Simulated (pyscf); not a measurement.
Thermochemistry of product channels of O=SiH–OH (SMILES O=[SiH]O) + NH₃ (SMILES N) on the singlet surface, in eV, from ωB97M-D3(BJ)/def2-TZVP energies (ideal gas, 1 atm, RRHO with modes under 100 cm⁻¹ raised to 100, one conformer, R ln 2 for chiral ones without a mode under 150 cm⁻¹). Optimised with ωB97X-D3(BJ)/def2-SVP in PySCF.

```csv
products,ΔE,ΔH(298 K),ΔG(298 K),ΔG(600 K)
H₂N–SiH(OH)–OH (SMILES N[SiH](O)O),-2.41,-2.37,-1.95,-1.54
H₂N–Si(=O)–OH (SMILES N[Si](=O)O) + H₂ (SMILES [H][H]),-0.73,-0.86,-0.76,-0.69
```

These are energies of the channels, which say nothing of barriers. O=SiH–OH lies 0.43 eV over its isomer HO–Si:–OH [singlet] (electronic energy, ωB97M-D3(BJ)).
